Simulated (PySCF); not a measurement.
# CH5AlS (SMILES C[S][AlH2]) at 6 levels

Aim: a comparison of 6 runs (B3LYP/def2-SVPD, BHLYP/def2-SVPD, PBE0/def2-SVPD, wB97M-V/def2-SVPD, wB97X/def2-SVPD, CCSD(T)/def2-SVPD) of CH5AlS. 

The calculation is run with PySCF 2.14.0.

### 1 The molecule

CH5AlS has 8 atoms, charge 0, and is taken as a singlet. SMILES: `C[S][AlH2]`. The coordinates come from a PBE0-D4/def2-TZVP relaxation.

Bond lengths: C1–S2 1.822 Å, S2–Al3 2.168 Å, C1–H4 1.089 Å, C1–H5 1.090 Å, C1–H6 1.089 Å, Al3–H7 1.585 Å, Al3–H8 1.580 Å. Angles: C1–S2–Al3 102.5°, S2–C1–H4 108.7°, S2–C1–H5 111.6°, S2–C1–H6 108.7°, S2–Al3–H7 117.5°, S2–Al3–H8 117.5°, H4–C1–H5 109.2°, H4–C1–H6 109.2°, H5–C1–H6 109.2°, H7–Al3–H8 125.0°.

### 2 The energy at B3LYP/def2-SVPD (run 1)

run.py reads:

```python
# C[S][AlH2]
from pyscf import gto, dft

mol = gto.M(
    atom='''
C     -1.369296     1.990260    -0.951666
S     -2.059613    -0.836771     0.887793
Al     1.624598    -2.593460     1.231723
H     -2.463636     1.929221    -2.693994
H      0.632869     2.126509    -1.412570
H     -1.927710     3.642636     0.141163
H      3.946315    -1.204322    -0.052156
H      1.790704    -5.162354     2.744260
''',
    unit='bohr',
    verbose=4,
    max_memory=1860,
    basis='def2-svpd',
)

mf = dft.RKS(mol, xc='b3lyp')
mf.grids.level = 5
mf.conv_tol = 1e-10
mf.kernel()
if not mf.converged:
    mf = mf.newton().run(mf.mo_coeff, mf.mo_occ)

energy = mf.e_tot
print('E(%s) = %.9f' % ('B3LYP', energy))
```

Launch:

```
$ OMP_NUM_THREADS=1 python run.py
```

Standard output:

```text
PySCF version 2.14.0

[... 76 lines left out ...]
converged SCF energy = -681.574091133035
E(B3LYP) = -681.574091133
```

Wall time 15 s (1 thread of Intel Xeon Platinum 8488C (Sapphire Rapids), shared host); peak memory 0.59 GiB.

### 3 The energy at BHLYP/def2-SVPD (run 2)

mol.xyz reads:

```xyz
8
CH5AlS
C     -0.724600     1.053200    -0.503600
S     -1.089900    -0.442800     0.469800
Al     0.859700    -1.372400     0.651800
H     -1.303700     1.020900    -1.425600
H      0.334900     1.125300    -0.747500
H     -1.020100     1.927600     0.074700
H      2.088300    -0.637300    -0.027600
H      0.947600    -2.731800     1.452200
```

calc.py reads:

```python
# C[S][AlH2]
from pyscf import gto, dft

molecule = gto.M(
    atom='mol.xyz',
    verbose=3,
    max_memory=1860,
    basis='def2-svpd',
    charge=0,
)

myscf = dft.RKS(molecule, xc='bhandhlyp')
myscf.grids.level = 5
myscf.conv_tol = 1e-10
myscf.kernel()
if not myscf.converged:
    myscf = myscf.newton().run(myscf.mo_coeff, myscf.mo_occ)

e_tot = myscf.e_tot
print('E = %.10f Eh' % e_tot)
```

Launch:

```
$ OMP_NUM_THREADS=1 python calc.py
```

Standard output:

```text
converged SCF energy = -681.502977551334
E = -681.5029775513 Eh
```

Wall time 14 s (1 thread of Intel Xeon Platinum 8488C (Sapphire Rapids), shared host); peak memory 0.58 GiB.

Runs 3 to 5 aren't shown in full; the table further down has their settings and results.

### 4 The energy at CCSD(T)/def2-SVPD (run 6)

input.py reads:

```python
from pyscf import gto, scf, cc

system = gto.M(
    atom='''
C       -0.724600       1.053200      -0.503600
S       -1.089900      -0.442800       0.469800
Al       0.859700      -1.372400       0.651800
H       -1.303700       1.020900      -1.425600
H        0.334900       1.125300      -0.747500
H       -1.020100       1.927600       0.074700
H        2.088300      -0.637300      -0.027600
H        0.947600      -2.731800       1.452200
''',
    max_memory=1860,
    spin=0,
    basis='def2-svpd',
    verbose=4,
)

mf = scf.RHF(system)
mf.conv_tol = 1e-10
mf.kernel()
if not mf.converged:
    mf = mf.newton().run(mf.mo_coeff, mf.mo_occ)

mycc = cc.CCSD(mf, frozen=11)
mycc.kernel()
e_t = mycc.ccsd_t()
energy = mycc.e_tot + e_t
print(f'total energy: {energy:.8f} hartree')
```

Launch:

```
$ OMP_NUM_THREADS=1 python input.py
```

Standard output:

```text
PySCF version 2.14.0

[... 64 lines left out ...]
converged SCF energy = -680.0298297852
[... 12 lines left out ...]
Init t2, MP2 energy = -680.393891083275  E_corr(MP2) -0.364061298074221
[... 11 lines left out ...]
CCSD converged
[... 2 lines left out ...]
total energy: -680.45316125 hartree
```

Wall time 24 s (1 thread of Intel Xeon Platinum 8488C (Sapphire Rapids), shared host); peak memory 0.77 GiB.

### 5 The series

```
run              level  nlc grid  integration grid  energy (Eh)  dipole moment (D) of the reference  HOMO energy (eV)  LUMO energy (eV)  wall time
  1    B3LYP/def2-SVPD         –                 5  -681.574091                                1.45             -7.03             -1.49       15 s
  2    BHLYP/def2-SVPD         –                 5  -681.502978                                1.49             -8.24             -0.52       14 s
  3     PBE0/def2-SVPD         –                 5  -681.224506                                1.49             -7.26             -1.30       14 s
  4  wB97M-V/def2-SVPD         1                 5  -681.457873                                1.46             -9.41              0.35       82 s
  5    wB97X/def2-SVPD         –                 5  -681.512040                                1.51             -9.55              0.58       25 s
  6  CCSD(T)/def2-SVPD         –                 –  -680.453161                                1.60             -9.85              1.39       24 s
```

### 6 Summary of results

```
                                           quantity          value
                                run 6: total energy  -680.45316 Eh
        run 6: dipole moment (Hartree–Fock density)         1.60 D
         run 6: HOMO energy (Hartree–Fock orbitals)       -9.85 eV
         run 6: LUMO energy (Hartree–Fock orbitals)        1.39 eV
       run 6: HOMO–LUMO gap (Hartree–Fock orbitals)       11.24 eV
run 6: correlation energy (11 core orbitals frozen)     -423.3 mEh
                              run 6: (T) correction     -13.24 mEh
                               run 6: T1 diagnostic          0.012
```

Over runs 1, 2, 3, 4, 5 the dipole moment (its size) runs from 1.45 D (B3LYP/def2-SVPD) to 1.51 D (wB97X/def2-SVPD). Over runs 1, 2, 3, 4, 5 the HOMO–LUMO gap runs from 5.53 eV (B3LYP/def2-SVPD) to 10.14 eV (wB97X/def2-SVPD). Totals of different functionals can't be ranked against each other. All runs together took 2.9 min, the longest 82 s.
